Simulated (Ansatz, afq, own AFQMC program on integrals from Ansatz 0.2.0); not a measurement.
HCl + CN, doublet in cc-pVTZ along one coordinate

```xyz
4

Cl    0.0000    0.0000   -2.1252
H     0.0000    0.0000   -0.8464
N     0.0000    0.0000    2.0659
C     0.0000    0.0000    0.9058
```

A hydrogen atom is moved from one rigid fragment to the other; the Cl1–H2 distance tells how far. The two fragments are held close together, so this isn't a minimum-energy path and the start is a compressed complex. Energies in kcal/mol count from this geometry (1.279 Å) at the same level; the start stands on ROHF, each point on the determinant named.

Basis cc-pVTZ. Only valence electrons are correlated. AFQMC by an in-house program on the Cholesky factors that Ansatz 0.2.0 writes for its CCSD(T) run. ph-AFQMC/CISD is guided by a CISD state made of CCSD amplitudes; releasing the constraint for a short imaginary time cuts its bias at the price of noise, slowly where states lie close. Error bars are statistical, one sigma.

Cautions, each for one point or more: a spin-contaminated unrestricted determinant lies lower; higher spins were not checked; raised T1 diagnostic; the search met a lower determinant of the same kind, perhaps of another symmetry; the search met a lower determinant of the same kind, perhaps of another symmetry, and this one is a saddle point; unrestricted determinant spin contaminated.

```json
{"r(Cl1–H2) / Å": "1.468", "det.": "ROHF", "T1": "0.039", "weight": "0.78", "⟨S²⟩": "pure", "wB97M-V": "0.8", "CCSD": "4.0", "CCSD(T)": "3.1"}
{"r(Cl1–H2) / Å": "1.563", "det.": "ROHF", "T1": "0.040", "weight": "0.78", "⟨S²⟩": "pure", "wB97M-V": "-0.9", "CCSD": "3.2", "CCSD(T)": "2.5"}
{"r(Cl1–H2) / Å": "1.657", "det.": "ROHF", "T1": "0.032", "weight": "0.79", "⟨S²⟩": "pure", "wB97M-V": "-6.2", "CCSD": "-2.8", "CCSD(T)": "-2.4"}
{"r(Cl1–H2) / Å": "1.752", "det.": "UHF", "T1": "0.031", "weight": "0.80", "⟨S²⟩": "0.86", "wB97M-V": "-14.3", "CCSD": "-12.0", "CCSD(T)": "-10.3"}
{"r(Cl1–H2) / Å": "1.941", "det.": "UHF†", "T1": "0.012", "weight": "0.83", "⟨S²⟩": "0.76", "wB97M-V": "-27.4", "CCSD": "-27.1", "CCSD(T)": "-24.3"}
```

(1) Estimate the curve of phaseless AFQMC with a CISD trial, counted from the same start.

Answers

(1) 
| r(Cl1–H2) / Å | det. | T1 | weight | ⟨S²⟩ | ph-AFQMC/CISD | released AFQMC |
| --- | --- | --- | --- | --- | --- | --- |
| 1.468 | ROHF | 0.039 | 0.78 | pure | 3.5 ± 0.5 | 1.3 ± 0.8* |
| 1.563 | ROHF | 0.040 | 0.78 | pure | 3.5 ± 0.4 | – |
| 1.657 | ROHF | 0.032 | 0.79 | pure | -1.9 ± 0.4 | – |
| 1.752 | UHF | 0.031 | 0.80 | 0.86 | -10.4 ± 0.4 | -11.2 ± 0.8* |
| 1.941 | UHF† | 0.012 | 0.83 | 0.76 | -24.2 ± 0.4 | – |

Weight is that of the determinant in the CISD state; at the start T1 is 0.044 and the weight 0.77. An asterisk marks released energies that aren't shown to be converged. A dagger marks points whose determinant fills other symmetries than the start's, so the wave-function levels may follow another state there, or a degenerate partner. A dash marks a missing value, a released energy that hasn't settled or a functional that sits on another state. Largest departures from phaseless AFQMC with a CISD trial: CCSD(T) -1.0 kcal/mol at 1.563 (on ROHF), wB97M-V -4.4 kcal/mol at 1.563, CCSD -2.9 kcal/mol at 1.941 (on UHF). The walk's constraint bias lies outside its error bars, so these are departures and not errors. Functionals count only at points shown to share the start's state and spin.

A walk keeps the symmetry of its determinant, which the program's search chose and which needn't be the lowest solution, so a lower state of the same spin and another symmetry isn't excluded.
